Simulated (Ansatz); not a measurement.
# BH (triplet): the correlation ladder, cc-pVQZ

Aim: climb from Hartree-Fock through coupled cluster and multireference methods for BH (triplet) at one geometry and basis, and see what each rung misses.

Computed with Ansatz 0.2.0, Gaussian basis. Level: cc-pVQZ, core rule «outside noble gas», up to 1 orbitals frozen.

To be run: UHF; CCSD(T) on ROHF; CCSD(T) on UHF; BCCD(T) on ROHF; CCSDT(Q) on ROHF; CCSDT(Q) on UHF; CASSCF and MRCISD+Q, 4 electrons in 5 orbitals; CASSCF and NEVPT2, 4 electrons in 5 orbitals; Full CI.

8 further runs of the same task are left out: 8 set aside as unsound or not needed.

**1. What is computed**

The geometry is a PBE0/def2-TZVP stationary point (not a proven minimum) of the parent state, kept for this charge and spin.

2 atoms, charge 0, spin multiplicity 3.

Atoms are counted from 1 here; the program's logs count them from 0.

Bond lengths: B1–H2 1.241 Å.

**2. UHF**

in.yaml

```yaml
crystal:
  periodic: [false, false, false]
  atoms:
    - {symbol: B, position_ang: [0.000000, 0.000000, 0.000000]}
    - {symbol: H, position_ang: [0.000000, 0.000000, 1.241044]}
basis:
  gaussian: {orbitals: cc-pVQZ}
magnetization: {spin_polarized: true, initial_magnetization: 2}
hamiltonian: {xc: hf}
output: {orbitals: {seedname: orbitals}}
```

On the command line:

```bash
> ansatz run in.yaml --threads 1 --pin off --events-out ev --progress --plain --max-ram 2393MiB
```

After this run come: CCSD(T) on ROHF; CCSD(T) on UHF; BCCD(T) on ROHF; CCSDT(Q) on ROHF; CCSDT(Q) on UHF; CASSCF and MRCISD+Q, 4 electrons in 5 orbitals; CASSCF and NEVPT2, 4 electrons in 5 orbitals; Full CI.

Before running them: what should the planned runs give, taken together? Wanted: FCI below the RHF energy; RMP2 from FCI; UMP2 from FCI; RCCSD from FCI; RCCSD(T) from FCI; UCCSD(T) from FCI; RCCSDT(Q) from FCI; UCCSDT(Q) from FCI; NEVPT2 valence from FCI.

**Answer**, as computed:

| quantity | value |
| --- | --- |
| FCI below the RHF energy | -1.9286 eV |
| RMP2 from FCI | +427.5 meV |
| UMP2 from FCI | +423.9 meV |
| RCCSD from FCI | +57.1 meV |
| RCCSD(T) from FCI | +12.4 meV |
| UCCSD(T) from FCI | +11.6 meV |
| RCCSDT(Q) from FCI | 0.0 meV |
| UCCSDT(Q) from FCI | -0.8 meV |
| NEVPT2 valence from FCI | +372.8 meV |
| MRCISD+Q valence from FCI | +37.8 meV |
| levels within 1 kcal/mol (43 meV) | RCCSD(T), UCCSD(T), BCCD(T), RCCSDT, UCCSDT, RCCSDT(Q), UCCSDT(Q), MRCISD+Q valence |
| T1 diagnostic | 0.025 |
| effectively unpaired electrons | 2.02 |

In words: RCCSD(T) misses by +12.4 meV, 0.6 % of the correlation energy. One determinant dominates. Of the multireference levels listed MRCISD+Q valence comes nearest in total energy (+37.8 meV), which doesn't show that its space is the better one. These misses are within one basis, not against nature; the frozen cores of restricted and unrestricted runs differ, which can shift their rows.
